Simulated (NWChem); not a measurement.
# HNO3 (nitric acid) at 4 levels

Aim: a comparison of 4 runs (HF/3-21G, HF/6-31G*, B3LYP/6-31G*, CCSD(T)/def2-SVPD) of HNO3 (nitric acid). 

The calculation is run with NWChem 7.3.0.

3 further runs of the same task are left out: 3 set aside as unsound or not needed. Runs told in other sessions of the task aren't counted.

**1. Starting point**

HNO3: 5 atoms, total charge 0, spin state singlet. As SMILES, `O=[N+]([O-])O`. The shape is that of a PBE0-D4/def2-TZVP optimisation. This is one conformer, not always the lowest.

Bond lengths: O1–N2 1.186 Å, N2–O3 1.201 Å, N2–O4 1.385 Å, O4–H5 0.970 Å. Angles: O1–N2–O3 130.2°, O1–N2–O4 114.2°, O3–N2–O4 115.7°, N2–O4–H5 103.1°.

**2. Energy and forces at HF/3-21G (run 1)**

struct.xyz reads:

```xyz
5
nitric acid
O      1.317870    -0.315800     0.746500
N      0.253090    -0.279730     0.226190
O     -0.596440    -1.123960     0.141450
O     -0.044080     0.932950    -0.373960
H     -0.930440     0.786540    -0.740170
```

run.py reads:

```python
from ase.io import read
from ase.calculators.nwchem import NWChem

system = read('struct.xyz')

calc = NWChem(
    label='struct',
    theory='scf',
    memory='2200 mb',
    basis='3-21G',
    basispar='spherical bse',
    scf={'nopen': '0', 'rhf': None, 'thresh': '1e-08', 'maxiter': '80'},
)
system.calc = calc

forces = system.get_forces()
print(f"energy = {system.get_potential_energy():.6f} eV")
print("forces (eV/A):")
for s, f in zip(system.symbols, forces):
    print(f"{s:2s} {f[0]:10.5f} {f[1]:10.5f} {f[2]:10.5f}")
print("dipole (e A):", system.get_dipole_moment().round(4))
```

The run is started by

```sh
export ASE_NWCHEM_COMMAND="nwchem PREFIX.nwi > PREFIX.nwo"
python run.py
```

Output:

```text
energy = -7560.073910 eV
forces (eV/A):
O     1.91701   -0.16460    0.97393
N     0.41894    0.71405   -0.06978
O    -1.75889   -1.67189   -0.20466
O    -0.37749    0.93490   -0.53350
H    -0.19952    0.18754   -0.16594
dipole (e A): [-0.421   0.2451 -0.293 ]
```

The calculator wrote struct.nwi:

```
title "struct"

permanent_dir struct

scratch_dir struct

start struct

geometry units angstrom nocenter noautosym noautoz
  O  1.3178700000000001e+00 -3.1580000000000003e-01 7.4650000000000005e-01
  N  2.5308999999999998e-01 -2.7972999999999998e-01 2.2619000000000000e-01
  O  -5.9643999999999997e-01 -1.1239600000000001e+00 1.4144999999999999e-01
  O  -4.4080000000000001e-02 9.3294999999999995e-01 -3.7396000000000001e-01
  H  -9.3044000000000004e-01 7.8654000000000002e-01 -7.4016999999999999e-01
end

memory 2200 mb

basis spherical bse noprint
   * library 3-21G
end

scf
  nopen 0
  rhf
  thresh 1e-08
  maxiter 80
end

task scf gradient
```

struct.nwo:

```text
Northwest Computational Chemistry Package (NWChem) 7.3.0
             --------------------------------------------------------

           Job information
           ---------------

    nwchem branch   = 7.3.0
    use scalapack   = T
    input           = struct.nwi
    prefix          = struct.
    data base       = struct/struct.db
    status          = startup
    nproc           =        1

           Memory information
           ------------------

[... 5 lines left out ...]
    hardfail = no
[... 124 lines left out ...]
         Quadratically convergent ROHF
[... 15 lines left out ...]
       Final RHF  results
[... 4 lines left out ...]
      Two-electron energy =    228.766501669441
[... 35 lines left out ...]
                       ROHF Final Molecular Orbital Analysis
[... 224 lines left out ...]
                 ----------------------------------------
                 |  Time  |  1-e(secs)   |  2-e(secs)   |
                 ----------------------------------------
                 |  CPU   |       0.00   |       0.07   |
                 ----------------------------------------
                 |  WALL  |       0.00   |       0.07   |
                 ----------------------------------------

 Task  times  cpu:        0.6s     wall:        0.6s
 Total times  cpu:        0.6s     wall:        0.6s
```

It took 1.8 s on 1 thread of Intel Xeon 6975P-C (Granite Rapids), shared host; peak memory 0.1 GiB.

**3. Energy and gradient at HF/6-31G(d) (spherical functions) (run 2)**

hno3.nw reads:

```
start hno3
title "nitric acid"
memory stack 880 mb heap 220 mb global 1100 mb
charge 0

geometry units angstrom noautosym nocenter noautoz
O     1.317870   -0.315800    0.746500
N     0.253090   -0.279730    0.226190
O    -0.596440   -1.123960    0.141450
O    -0.044080    0.932950   -0.373960
H    -0.930440    0.786540   -0.740170
end

basis spherical bse
* library 6-31G*
end

scf
thresh 1e-08
maxiter 80
noprint "final vectors analysis"
end

task scf gradient
```

The run is started by

```sh
nwchem hno3.nw > hno3.out
```

Output:

```text
[...]
  functions       =    58
[...]
  wavefunction    = RHF
[...]
         Total SCF energy =   -279.438826279059
      One-electron energy =   -636.588336025463
      Two-electron energy =    229.513537183542
 Nuclear repulsion energy =    127.635972562862
        Time for solution =      3.0s
[...]
                         RHF ENERGY GRADIENTS
    atom               coordinates                        gradient
                 x          y          z           x          y          z
   1 O       2.490413  -0.596775   1.410680    0.031658   0.000639   0.014834
   2 N       0.478271  -0.528613   0.427437   -0.002143  -0.012080   0.003518
   3 O      -1.127108  -2.123976   0.267302   -0.023349  -0.022322  -0.002652
   4 O      -0.083299   1.763020  -0.706682    0.006853   0.037587  -0.010955
   5 H      -1.758277   1.486345  -1.398718   -0.013019  -0.003823  -0.004744
[...]
```

Run time: 4.5 s. Hardware: 1 thread of Intel Xeon 6975P-C (Granite Rapids), shared host; peak memory 0.1 GiB.

Run 3 isn't shown in full; the table further down has it.

**4. The energy at CCSD(T)/def2-SVPD (run 4)**

hno3.nw reads:

```
start hno3
title "nitric acid"
memory total 2200 mb
charge 0

geometry units angstrom noautosym nocenter noautoz
   O     1.317870   -0.315800    0.746500
   N     0.253090   -0.279730    0.226190
   O    -0.596440   -1.123960    0.141450
   O    -0.044080    0.932950   -0.373960
   H    -0.930440    0.786540   -0.740170
end

basis spherical bse
   * library def2-SVPD
end

scf
   thresh 1e-08
   maxiter 80
   print low
end

ccsd
   freeze core 4
   maxiter 60
end

task ccsd(t) energy
```

The run is started by

```sh
nwchem hno3.nw > hno3.out
```

Output:

```text
[...]
  functions       =    97
[...]
  wavefunction    = RHF
[...]
         Total SCF energy =   -279.243639548721
      One-electron energy =   -636.048670583286
      Two-electron energy =    229.169058471703
 Nuclear repulsion energy =    127.635972562862
        Time for solution =     12.2s
[...]
 Total MP2 energy:           -280.013881810123394
[...]
             energy      energy      error      ampl     ampl      Block
                                                time     time      time
[...]
 Total CCSD energy:           -280.009145931276635
[...]
 Total CCSD+T(CCSD) energy:           -280.044081395206831
[...]
 Total CCSD(T) energy:                -280.041270722303068
[...]
```

Wall time 2.2 min (1 thread of Intel Xeon 6975P-C (Granite Rapids), shared host); peak memory 0.33 GiB.

**5. Overview of the runs**

| run | level | Cartesian functions | iteration cap | energy (Eh) | dipole moment (D) | largest force (eV/Å) | wall time |
| --- | --- | --- | --- | --- | --- | --- | --- |
| 1 | HF/3-21G | no | 80 | -277.827594 | 2.73 | 2.435 | 1.8 s |
| 2 | HF/6-31G* (spherical functions) | no | 80 | -279.438826 | 2.70 | 2.044 | 4.5 s |
| 3 | B3LYP/6-31G* (Cartesian functions) | yes | 100 | -280.877148 | 2.38 | 1.680 | 14 s |
| 4 | CCSD(T)/def2-SVPD | no | 80 | -280.041271 | – | – | 2.2 min |

**6. Summary of results**

```
                                          quantity          value
                               run 4: total energy  -280.04127 Eh
run 4: correlation energy (4 core orbitals frozen)     -797.6 mEh
                             run 4: (T) correction     -32.12 mEh
```

In words: Over runs 1, 2, 3 the dipole moment (its size) runs from 2.38 D (B3LYP/6-31G*) to 2.73 D (HF/3-21G). The two ends differ in method and basis. All runs together took 2.5 min, the longest 2.2 min.
